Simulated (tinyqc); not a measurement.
RHF in the sto-3g basis, for HF, spin multiplicity 1, step by step (part 1 of 2). Computed by tinyqc, a small Python program that keeps every step (integrals from PySCF). Settings: charge = 0, multiplicity = 1, basis = sto-3g, energy threshold = 1e-08, iteration cap = 88, orthogonalisation = symmetric, start = highest core orbitals, DIIS depth = 0, method = RHF. Command: `OMP_NUM_THREADS=1 python tinyqc.py 23980 23981 out.jsonl` (the two numbers bound the seeds that draw the settings). One thread of a shared host (Intel(R) Xeon(R) Processor @ 2.60GHz), about 0.05 s of CPU time with the checks. Later iterations appear only in the table of the cycle.

## One-electron integrals

Geometry (angstrom):
```
atom,x,y,z
F,0.000000,0.000000,0.000000
H,0.000000,0.000000,1.147000
```

Basis sto-3g: exponents (1/bohr^2) and contraction coefficients of normalised primitives:
```
element,l (shell),exponent,coefficient
F,s (1),166.679130,0.154329
F,s (1),30.360812,0.535328
F,s (1),8.216821,0.444635
F,s (2),6.464803,-0.099967
F,s (2),1.502281,0.399513
F,s (2),0.488588,0.700115
F,p (3),6.464803,0.155916
F,p (3),1.502281,0.607684
F,p (3),0.488588,0.391957
H,s (1),3.425251,0.154329
H,s (1),0.623914,0.535328
H,s (1),0.168855,0.444635
```

Overlap, kinetic and nuclear-attraction integrals over the contracted functions; the nuclear repulsion is the sum of Za Zb / Rab.

nuclear repulsion = 4.15221874 hartree

overlap S:
```
,1F 1s,1F 2s,1F 2px,1F 2py,1F 2pz,2H 1s
1F 1s,1.000000,0.237990,0.000000,0.000000,0.000000,0.028534
1F 2s,0.237990,1.000000,0.000000,0.000000,0.000000,0.310459
1F 2px,0.000000,0.000000,1.000000,0.000000,0.000000,0.000000
1F 2py,0.000000,0.000000,0.000000,1.000000,0.000000,0.000000
1F 2pz,0.000000,0.000000,0.000000,0.000000,1.000000,0.265393
2H 1s,0.028534,0.310459,0.000000,0.000000,0.265393,1.000000
```

kinetic energy T (hartree):
```
,1F 1s,1F 2s,1F 2px,1F 2py,1F 2pz,2H 1s
1F 1s,36.984577,-0.212858,0.000000,0.000000,0.000000,-0.007717
1F 2s,-0.212858,1.037995,0.000000,0.000000,0.000000,0.037071
1F 2px,0.000000,0.000000,3.248015,0.000000,0.000000,0.000000
1F 2py,0.000000,0.000000,0.000000,3.248015,0.000000,0.000000
1F 2pz,0.000000,0.000000,0.000000,0.000000,3.248015,0.127018
2H 1s,-0.007717,0.037071,0.000000,0.000000,0.127018,0.760032
```

nuclear attraction V (hartree):
```
,1F 1s,1F 2s,1F 2px,1F 2py,1F 2pz,2H 1s
1F 1s,-77.470937,-9.286607,0.000000,0.000000,-0.009624,-1.141067
1F 2s,-9.286607,-12.001998,0.000000,0.000000,-0.119275,-2.709509
1F 2px,0.000000,0.000000,-11.887484,0.000000,0.000000,0.000000
1F 2py,0.000000,0.000000,0.000000,-11.887484,0.000000,0.000000
1F 2pz,-0.009624,-0.119275,0.000000,0.000000,-11.953209,-2.007091
2H 1s,-1.141067,-2.709509,0.000000,0.000000,-2.007091,-5.307355
```

core Hamiltonian H = T + V (hartree):
```
,1F 1s,1F 2s,1F 2px,1F 2py,1F 2pz,2H 1s
1F 1s,-40.486361,-9.499465,0.000000,0.000000,-0.009624,-1.148784
1F 2s,-9.499465,-10.964002,0.000000,0.000000,-0.119275,-2.672438
1F 2px,0.000000,0.000000,-8.639469,0.000000,0.000000,0.000000
1F 2py,0.000000,0.000000,0.000000,-8.639469,0.000000,0.000000
1F 2pz,-0.009624,-0.119275,0.000000,0.000000,-8.705194,-1.880073
2H 1s,-1.148784,-2.672438,0.000000,0.000000,-1.880073,-4.547323
```

## Two-electron integrals

Functions are numbered as in S; the eight-fold symmetry (ij|kl) = (ji|kl) = (kl|ij) leaves the list below.

Two-electron integrals (ij|kl) in chemists' order, unique and non-zero (hartree):
```
i,j,k,l,(ij|kl)
1,1,1,1,5.403501
2,1,1,1,0.841920
2,1,2,1,0.156299
2,2,1,1,1.268028
2,2,2,1,0.292344
2,2,2,2,0.926167
3,1,3,1,0.027998
3,2,3,1,0.043169
3,2,3,2,0.204588
3,3,1,1,1.264502
3,3,2,1,0.292403
3,3,2,2,0.925959
3,3,3,3,0.997514
4,1,4,1,0.027998
4,2,4,1,0.043169
4,2,4,2,0.204588
4,3,4,3,0.053770
4,4,1,1,1.264502
4,4,2,1,0.292403
4,4,2,2,0.925959
4,4,3,3,0.889973
4,4,4,4,0.997514
5,1,5,1,0.027998
5,2,5,1,0.043169
5,2,5,2,0.204588
5,3,5,3,0.053770
5,4,5,4,0.053770
5,5,1,1,1.264502
5,5,2,1,0.292403
5,5,2,2,0.925959
5,5,3,3,0.889973
5,5,4,4,0.889973
5,5,5,5,0.997514
6,1,1,1,0.102198
6,1,2,1,0.018824
6,1,2,2,0.035027
6,1,3,3,0.034973
6,1,4,4,0.034973
6,1,5,1,0.000762
6,1,5,2,0.001437
6,1,5,5,0.035141
6,1,6,1,0.002290
6,2,1,1,0.274503
6,2,2,1,0.064204
6,2,2,2,0.228817
6,2,3,3,0.225386
6,2,4,4,0.225386
6,2,5,1,0.004371
6,2,5,2,0.034979
6,2,5,5,0.235453
6,2,6,1,0.007855
6,2,6,2,0.071232
6,3,3,1,0.006530
6,3,3,2,0.039418
6,3,5,3,0.007249
6,3,6,3,0.010271
6,4,4,1,0.006530
6,4,4,2,0.039418
6,4,5,4,0.007249
6,4,6,4,0.010271
6,5,1,1,0.193368
6,5,2,1,0.045786
6,5,2,2,0.174685
6,5,3,3,0.167361
6,5,4,4,0.167361
6,5,5,1,0.009246
6,5,5,2,0.064564
6,5,5,5,0.189132
6,5,6,1,0.005820
6,5,6,2,0.066801
6,5,6,5,0.072493
6,6,1,1,0.453183
6,6,2,1,0.107711
6,6,2,2,0.443707
6,6,3,3,0.429408
6,6,4,4,0.429408
6,6,5,1,0.008621
6,6,5,2,0.098444
6,6,5,5,0.471860
6,6,6,1,0.013240
6,6,6,2,0.182479
6,6,6,5,0.199341
6,6,6,6,0.774606
```

## Orthogonalisation

S = U s U^T; symmetric (Loewdin) form X = U s^(-1/2) U^T, so that X^T S X = 1.

eigenvalues of S: 0.559369  0.848352  1.000000  1.000000  1.128816  1.463463

X:
```
,1F 1s,1F 2s,1F 2px,1F 2py,1F 2pz,2H 1s
1F 1s,1.022783,-0.128252,0.000000,0.000000,-0.004025,0.016451
1F 2s,-0.128252,1.065549,0.000000,0.000000,0.036188,-0.177705
1F 2px,0.000000,0.000000,1.000000,0.000000,0.000000,0.000000
1F 2py,0.000000,0.000000,0.000000,1.000000,0.000000,0.000000
1F 2pz,-0.004025,0.036188,0.000000,0.000000,1.030186,-0.148824
2H 1s,0.016451,-0.177705,0.000000,0.000000,-0.148824,1.072086
```

## Starting guess

The start is the highest orbitals of the core Hamiltonian (a deliberately bad start); D = 2 C_occ C_occ^T.

D at the start:
```
,1F 1s,1F 2s,1F 2px,1F 2py,1F 2pz,2H 1s
1F 1s,0.121041,-0.531749,0.000000,0.000000,-0.030597,0.113269
1F 2s,-0.531749,2.369415,0.000000,0.000000,0.205608,-0.774717
1F 2px,0.000000,0.000000,2.000000,0.000000,0.000000,0.000000
1F 2py,0.000000,0.000000,0.000000,2.000000,0.000000,0.000000
1F 2pz,-0.030597,0.205608,0.000000,0.000000,2.169515,-0.638732
2H 1s,0.113269,-0.774717,0.000000,0.000000,-0.638732,2.406733
```

## Iteration 1: building the Fock matrix

J_ij = sum D_kl (ij|kl), K_ij = sum D_kl (ik|jl); F = H + J - 0.5 K; E = tr D H + tr D J / 2 - 0.25 tr D K + E_nn.

Coulomb J (hartree):
```
,1F 1s,1F 2s,1F 2px,1F 2py,1F 2pz,2H 1s
1F 1s,11.006018,2.537878,0.000000,0.000000,0.018375,0.304794
1F 2s,2.537878,8.247897,0.000000,0.000000,0.182065,2.178838
1F 2px,0.000000,0.000000,8.220225,0.000000,0.000000,0.000000
1F 2py,0.000000,0.000000,0.000000,8.220225,0.000000,0.000000
1F 2pz,0.018375,0.182065,0.000000,0.000000,8.297255,1.779331
2H 1s,0.304794,2.178838,0.000000,0.000000,1.779331,5.102800
```

exchange K (hartree):
```
,1F 1s,1F 2s,1F 2px,1F 2py,1F 2pz,2H 1s
1F 1s,0.300259,0.275079,0.000000,0.000000,0.000511,0.043773
1F 2s,0.275079,2.951451,0.000000,0.000000,0.034575,0.778874
1F 2px,0.000000,0.000000,2.617317,0.000000,0.000000,0.000000
1F 2py,0.000000,0.000000,0.000000,2.617317,0.000000,0.000000
1F 2pz,0.000511,0.034575,0.000000,0.000000,2.656353,0.585213
2H 1s,0.043773,0.778874,0.000000,0.000000,0.585213,1.716050
```

Fock matrix F (hartree):
```
,1F 1s,1F 2s,1F 2px,1F 2py,1F 2pz,2H 1s
1F 1s,-29.630472,-7.099126,0.000000,0.000000,0.008496,-0.865877
1F 2s,-7.099126,-4.191830,0.000000,0.000000,0.045503,-0.883037
1F 2px,0.000000,0.000000,-1.727903,0.000000,0.000000,0.000000
1F 2py,0.000000,0.000000,0.000000,-1.727903,0.000000,0.000000
1F 2pz,0.008496,0.045503,0.000000,0.000000,-1.736116,-0.393348
2H 1s,-0.865877,-0.883037,0.000000,0.000000,-0.393348,-0.302548
```

total energy of this density = -43.15418925 hartree

## Iteration 1: diagonalisation and new density

Diagonalise F' = X^T F X, C = X C', fill 5 alpha and 5 beta electrons from the bottom; D = 2 C_occ C_occ^T. Each column has its largest component positive (the first on a tie).

F' = X^T F X (hartree):
```
,1,2,3,4,5,6
1,-29.228017,-3.269861,0.000000,0.000000,-0.006528,-0.118596
2,-3.269861,-3.014844,0.000000,0.000000,0.065315,-0.311042
3,0.000000,0.000000,-1.727903,0.000000,0.000000,0.000000
4,0.000000,0.000000,0.000000,-1.727903,0.000000,0.000000
5,-0.006528,0.065315,0.000000,0.000000,-1.720703,-0.169264
6,-0.118596,-0.311042,0.000000,0.000000,-0.169264,-0.051272
```

orbital energies (hartree): MO1 -29.630565, MO2 -2.648791, MO3 -1.736297, MO4 -1.727903, MO5 -1.727903, MO6 0.000818

coefficients C:
```
,MO1,MO2,MO3,MO4,MO5,MO6
1F 1s,0.999570,-0.248822,-0.012521,0.000000,0.000000,0.040153
1F 2s,0.001766,1.044240,0.058476,0.000000,0.000000,-0.301450
1F 2px,0.000000,0.000000,0.000000,0.988168,-0.153375,0.000000
1F 2py,0.000000,0.000000,0.000000,0.153375,0.988168,0.000000
1F 2pz,-0.000386,-0.031905,1.009110,0.000000,0.000000,-0.255805
2H 1s,0.000293,-0.052588,-0.040575,0.000000,0.000000,1.094968
```

D after iteration 1:
```
,1F 1s,1F 2s,1F 2px,1F 2py,1F 2pz,2H 1s
1F 1s,2.122417,-0.517594,0.000000,0.000000,-0.010164,0.027771
1F 2s,-0.517594,2.187721,0.000000,0.000000,0.051383,-0.114573
1F 2px,0.000000,0.000000,2.000000,0.000000,0.000000,0.000000
1F 2py,0.000000,0.000000,0.000000,2.000000,0.000000,0.000000
1F 2pz,-0.010164,0.051383,0.000000,0.000000,2.038643,-0.078535
2H 1s,0.027771,-0.114573,0.000000,0.000000,-0.078535,0.008824
```

Within a degenerate level the vectors are fixed only up to a rotation; this is one choice.

## Iteration 2: building the Fock matrix

As before.

Coulomb J (hartree):
```
,1F 1s,1F 2s,1F 2px,1F 2py,1F 2pz,2H 1s
1F 1s,20.923312,4.010484,0.000000,0.000000,0.001532,0.483240
1F 2s,4.010484,9.932376,0.000000,0.000000,0.002939,2.377020
1F 2px,0.000000,0.000000,9.923957,0.000000,0.000000,0.000000
1F 2py,0.000000,0.000000,0.000000,9.923957,0.000000,0.000000
1F 2pz,0.001532,0.002939,0.000000,0.000000,9.922771,1.782022
2H 1s,0.483240,2.377020,0.000000,0.000000,1.782022,4.445022
```

exchange K (hartree):
```
,1F 1s,1F 2s,1F 2px,1F 2py,1F 2pz,2H 1s
1F 1s,11.109209,1.946319,0.000000,0.000000,0.000652,0.249507
1F 2s,1.946319,3.236996,0.000000,0.000000,0.009079,0.721614
1F 2px,0.000000,0.000000,2.664784,0.000000,0.000000,0.000000
1F 2py,0.000000,0.000000,0.000000,2.664784,0.000000,0.000000
1F 2pz,0.000652,0.009079,0.000000,0.000000,2.667622,0.445144
2H 1s,0.249507,0.721614,0.000000,0.000000,0.445144,0.282626
```

Fock matrix F (hartree):
```
,1F 1s,1F 2s,1F 2px,1F 2py,1F 2pz,2H 1s
1F 1s,-25.117653,-6.462141,0.000000,0.000000,-0.008418,-0.790298
1F 2s,-6.462141,-2.650124,0.000000,0.000000,-0.120875,-0.656225
1F 2px,0.000000,0.000000,-0.047904,0.000000,0.000000,0.000000
1F 2py,0.000000,0.000000,0.000000,-0.047904,0.000000,0.000000
1F 2pz,-0.008418,-0.120875,0.000000,0.000000,-0.116234,-0.320622
2H 1s,-0.790298,-0.656225,0.000000,0.000000,-0.320622,-0.243614
```

total energy of this density = -97.99720870 hartree

## Iteration 2: diagonalisation and new density

As before.

F' = X^T F X (hartree):
```
,1,2,3,4,5,6
1,-24.647388,-3.372044,0.000000,0.000000,-0.016803,-0.072804
2,-3.372044,-1.456345,0.000000,0.000000,-0.046897,-0.319244
3,0.000000,0.000000,-0.047904,0.000000,0.000000,0.000000
4,0.000000,0.000000,0.000000,-0.047904,0.000000,0.000000
5,-0.016803,-0.046897,0.000000,0.000000,-0.035256,-0.309123
6,-0.072804,-0.319244,0.000000,0.000000,-0.309123,-0.017155
```

orbital energies (hartree): MO1 -25.128313, MO2 -1.082146, MO3 -0.258693, MO4 -0.047904, MO5 -0.047904, MO6 0.313009

coefficients C:
```
,MO1,MO2,MO3,MO4,MO5,MO6
1F 1s,0.994519,-0.252629,0.083595,0.000000,0.000000,0.054254
1F 2s,0.022573,0.960953,-0.395297,0.000000,0.000000,-0.323315
1F 2px,0.000000,0.000000,0.000000,0.966566,-0.256418,0.000000
1F 2py,0.000000,0.000000,0.000000,0.256418,0.966566,0.000000
1F 2pz,0.001439,0.123006,0.677889,0.000000,0.000000,-0.781084
2H 1s,-0.003920,0.143129,0.570110,0.000000,0.000000,0.926197
```

D after iteration 2:
```
,1F 1s,1F 2s,1F 2px,1F 2py,1F 2pz,2H 1s
1F 1s,2.119755,-0.506720,0.000000,0.000000,0.054047,0.015203
1F 2s,-0.506720,2.160400,0.000000,0.000000,-0.299464,-0.175822
1F 2px,0.000000,0.000000,2.000000,0.000000,0.000000,0.000000
1F 2py,0.000000,0.000000,0.000000,2.000000,0.000000,0.000000
1F 2pz,0.054047,-0.299464,0.000000,0.000000,0.949332,0.808143
2H 1s,0.015203,-0.175822,0.000000,0.000000,0.808143,0.691054
```

Within a degenerate level the vectors are fixed only up to a rotation; this is one choice.

## Iteration 3: building the Fock matrix

As before.

Coulomb J (hartree):
```
,1F 1s,1F 2s,1F 2px,1F 2py,1F 2pz,2H 1s
1F 1s,20.131045,3.831477,0.000000,0.000000,-0.003441,0.461566
1F 2s,3.831477,9.484974,0.000000,0.000000,0.042261,2.325001
1F 2px,0.000000,0.000000,9.493451,0.000000,0.000000,0.000000
1F 2py,0.000000,0.000000,0.000000,9.493451,0.000000,0.000000
1F 2pz,-0.003441,0.042261,0.000000,0.000000,9.441451,1.783813
2H 1s,0.461566,2.325001,0.000000,0.000000,1.783813,4.711338
```

exchange K (hartree):
```
,1F 1s,1F 2s,1F 2px,1F 2py,1F 2pz,2H 1s
1F 1s,11.076403,1.905299,0.000000,0.000000,0.003906,0.244501
1F 2s,1.905299,3.075757,0.000000,0.000000,-0.067903,0.813553
1F 2px,0.000000,0.000000,2.616355,0.000000,0.000000,0.000000
1F 2py,0.000000,0.000000,0.000000,2.616355,0.000000,0.000000
1F 2pz,0.003906,-0.067903,0.000000,0.000000,1.953007,0.744175
2H 1s,0.244501,0.813553,0.000000,0.000000,0.744175,1.015026
```

Fock matrix F (hartree):
```
,1F 1s,1F 2s,1F 2px,1F 2py,1F 2pz,2H 1s
1F 1s,-25.893517,-6.620638,0.000000,0.000000,-0.015018,-0.809469
1F 2s,-6.620638,-3.016906,0.000000,0.000000,-0.043063,-0.754213
1F 2px,0.000000,0.000000,-0.454196,0.000000,0.000000,0.000000
1F 2py,0.000000,0.000000,0.000000,-0.454196,0.000000,0.000000
1F 2pz,-0.015018,-0.043063,0.000000,0.000000,-0.240247,-0.468347
2H 1s,-0.809469,-0.754213,0.000000,0.000000,-0.468347,-0.343498
```

total energy of this density = -98.53731797 hartree

## Iteration 3: diagonalisation and new density

As before.

F' = X^T F X (hartree):
```
,1,2,3,4,5,6
1,-25.423566,-3.396740,0.000000,0.000000,-0.035943,-0.070634
2,-3.396740,-1.801349,0.000000,0.000000,0.062729,-0.369796
3,0.000000,0.000000,-0.454196,0.000000,0.000000,0.000000
4,0.000000,0.000000,0.000000,-0.454196,0.000000,0.000000
5,-0.035943,0.062729,0.000000,0.000000,-0.117341,-0.459441
6,-0.070634,-0.369796,0.000000,0.000000,-0.459441,-0.057623
```

orbital energies (hartree): MO1 -25.902900, MO2 -1.418343, MO3 -0.506443, MO4 -0.454196, MO5 -0.454196, MO6 0.427809

coefficients C:
```
,MO1,MO2,MO3,MO4,MO5,MO6
1F 1s,0.994919,-0.256817,0.058840,0.000000,0.000000,0.059494
1F 2s,0.020981,0.987086,-0.302651,0.000000,0.000000,-0.344031
1F 2px,0.000000,0.000000,0.000000,0.972297,-0.233748,0.000000
1F 2py,0.000000,0.000000,0.000000,0.233748,0.972297,0.000000
1F 2pz,0.001522,0.041237,0.685257,0.000000,0.000000,-0.783248
2H 1s,-0.003625,0.108035,0.582627,0.000000,0.000000,0.923163
```

D after iteration 3:
```
,1F 1s,1F 2s,1F 2px,1F 2py,1F 2pz,2H 1s
1F 1s,2.118563,-0.500867,0.000000,0.000000,0.062489,0.005859
1F 2s,-0.500867,2.132751,0.000000,0.000000,-0.333314,-0.139537
1F 2px,0.000000,0.000000,2.000000,0.000000,0.000000,0.000000
1F 2py,0.000000,0.000000,0.000000,2.000000,0.000000,0.000000
1F 2pz,0.062489,-0.333314,0.000000,0.000000,0.942561,0.807398
2H 1s,0.005859,-0.139537,0.000000,0.000000,0.807398,0.702278
```

Within a degenerate level the vectors are fixed only up to a rotation; this is one choice.

## Iteration 4: building the Fock matrix

As before.

Coulomb J (hartree):
```
,1F 1s,1F 2s,1F 2px,1F 2py,1F 2pz,2H 1s
1F 1s,20.113649,3.827688,0.000000,0.000000,-0.005505,0.461041
1F 2s,3.827688,9.475679,0.000000,0.000000,0.032659,2.322182
1F 2px,0.000000,0.000000,9.484012,0.000000,0.000000,0.000000
1F 2py,0.000000,0.000000,0.000000,9.484012,0.000000,0.000000
1F 2pz,-0.005505,0.032659,0.000000,0.000000,9.432456,1.780662
2H 1s,0.461041,2.322182,0.000000,0.000000,1.780662,4.711469
```

exchange K (hartree):
```
,1F 1s,1F 2s,1F 2px,1F 2py,1F 2pz,2H 1s
1F 1s,11.074787,1.905200,0.000000,0.000000,0.003390,0.244275
1F 2s,1.905200,3.068153,0.000000,0.000000,-0.095673,0.820179
1F 2px,0.000000,0.000000,2.613649,0.000000,0.000000,0.000000
1F 2py,0.000000,0.000000,0.000000,2.613649,0.000000,0.000000
1F 2pz,0.003390,-0.095673,0.000000,0.000000,1.946113,0.739873
2H 1s,0.244275,0.820179,0.000000,0.000000,0.739873,1.029623
```

Fock matrix F (hartree):
```
,1F 1s,1F 2s,1F 2px,1F 2py,1F 2pz,2H 1s
1F 1s,-25.910106,-6.624376,0.000000,0.000000,-0.016824,-0.809881
1F 2s,-6.624376,-3.022399,0.000000,0.000000,-0.038779,-0.760346
1F 2px,0.000000,0.000000,-0.462281,0.000000,0.000000,0.000000
1F 2py,0.000000,0.000000,0.000000,-0.462281,0.000000,0.000000
1F 2pz,-0.016824,-0.038779,0.000000,0.000000,-0.245795,-0.469347
2H 1s,-0.809881,-0.760346,0.000000,0.000000,-0.469347,-0.350665
```

total energy of this density = -98.53935023 hartree

## Iteration 4: diagonalisation and new density

As before.

F' = X^T F X (hartree):
```
,1,2,3,4,5,6
1,-25.439999,-3.398206,0.000000,0.000000,-0.038494,-0.069704
2,-3.398206,-1.804407,0.000000,0.000000,0.068285,-0.375426
3,0.000000,0.000000,-0.462281,0.000000,0.000000,0.000000
4,0.000000,0.000000,0.000000,-0.462281,0.000000,0.000000
5,-0.038494,0.068285,0.000000,0.000000,-0.122688,-0.459778
6,-0.069704,-0.375426,0.000000,0.000000,-0.459778,-0.063263
```

orbital energies (hartree): MO1 -25.919481, MO2 -1.423929, MO3 -0.512497, MO4 -0.462281, MO5 -0.462281, MO6 0.425550

coefficients C:
```
,MO1,MO2,MO3,MO4,MO5,MO6
1F 1s,0.994924,-0.256581,0.058538,0.000000,0.000000,0.060725
1F 2s,0.020966,0.985793,-0.301519,0.000000,0.000000,-0.348700
1F 2px,0.000000,0.000000,0.000000,0.997127,-0.075748,0.000000
1F 2py,0.000000,0.000000,0.000000,0.075748,0.997127,0.000000
1F 2pz,0.001592,0.037448,0.686431,0.000000,0.000000,-0.782410
2H 1s,-0.003639,0.111623,0.581341,0.000000,0.000000,0.923546
```

D after iteration 4:
```
,1F 1s,1F 2s,1F 2px,1F 2py,1F 2pz,2H 1s
1F 1s,2.118267,-0.499453,0.000000,0.000000,0.064316,0.003539
1F 2s,-0.499453,2.126282,0.000000,0.000000,-0.340045,-0.130648
1F 2px,0.000000,0.000000,2.000000,0.000000,0.000000,0.000000
1F 2py,0.000000,0.000000,0.000000,2.000000,0.000000,0.000000
1F 2pz,0.064316,-0.340045,0.000000,0.000000,0.945186,0.806450
2H 1s,0.003539,-0.130648,0.000000,0.000000,0.806450,0.700861
```

Within a degenerate level the vectors are fixed only up to a rotation; this is one choice.

## Iteration 8 (converged): orbitals

converged F (hartree):
```
,1F 1s,1F 2s,1F 2px,1F 2py,1F 2pz,2H 1s
1F 1s,-25.910760,-6.624624,0.000000,0.000000,-0.017395,-0.809883
1F 2s,-6.624624,-3.021894,0.000000,0.000000,-0.038057,-0.761704
1F 2px,0.000000,0.000000,-0.462339,0.000000,0.000000,0.000000
1F 2py,0.000000,0.000000,0.000000,-0.462339,0.000000,0.000000
1F 2pz,-0.017395,-0.038057,0.000000,0.000000,-0.247005,-0.469530
2H 1s,-0.809883,-0.761704,0.000000,0.000000,-0.469530,-0.352367
```

As before.

F' = X^T F X (hartree):
```
,1,2,3,4,5,6
1,-25.440599,-3.398541,0.000000,0.000000,-0.039221,-0.069398
2,-3.398541,-1.803253,0.000000,0.000000,0.069343,-0.376936
3,0.000000,0.000000,-0.462339,0.000000,0.000000,0.000000
4,0.000000,0.000000,0.000000,-0.462339,0.000000,0.000000
5,-0.039221,0.069343,0.000000,0.000000,-0.123880,-0.459765
6,-0.069398,-0.376936,0.000000,0.000000,-0.459765,-0.064613
```

orbital energies (hartree): MO1 -25.920140, MO2 -1.423617, MO3 -0.513605, MO4 -0.462339, MO5 -0.462339, MO6 0.425016

coefficients C:
```
,MO1,MO2,MO3,MO4,MO5,MO6
1F 1s,0.994922,-0.256481,0.058634,0.000000,0.000000,0.061073
1F 2s,0.020971,0.985217,-0.301889,0.000000,0.000000,-0.350005
1F 2px,0.000000,0.000000,0.000000,0.973187,-0.230014,0.000000
1F 2py,0.000000,0.000000,0.000000,0.230014,0.973187,0.000000
1F 2pz,0.001615,0.036885,0.686760,0.000000,0.000000,-0.782148
2H 1s,-0.003646,0.113031,0.580870,0.000000,0.000000,0.923671
```

D after iteration 8:
```
,1F 1s,1F 2s,1F 2px,1F 2py,1F 2pz,2H 1s
1F 1s,2.118182,-0.499051,0.000000,0.000000,0.064829,0.002881
1F 2s,-0.499051,2.124458,0.000000,0.000000,-0.341904,-0.128150
1F 2px,0.000000,0.000000,2.000000,0.000000,0.000000,0.000000
1F 2py,0.000000,0.000000,0.000000,2.000000,0.000000,0.000000
1F 2pz,0.064829,-0.341904,0.000000,0.000000,0.946005,0.806163
2H 1s,0.002881,-0.128150,0.000000,0.000000,0.806163,0.700399
```

Within a degenerate level the vectors are fixed only up to a rotation; this is one choice.

## Convergence

Stop when the energy changes by less than 1e-08 hartree and every element of the error matrix X^T (F D S - S D F) X is below 3e-05.

Course of the cycle:
```
iteration,E (hartree),change,largest element of the error matrix
1,-43.15418925,-,3.44e-01
2,-97.99720870,-5.48e+01,5.76e-01
3,-98.53731797,-5.40e-01,6.04e-02
4,-98.53935023,-2.03e-03,1.18e-02
5,-98.53943804,-8.78e-05,2.55e-03
6,-98.53944223,-4.19e-06,5.57e-04
7,-98.53944243,-2.01e-07,1.22e-04
8,-98.53944244,-9.64e-09,2.67e-05
```

PySCF RHF in the same basis = -98.53944244 hartree

Converged in 8 iterations.
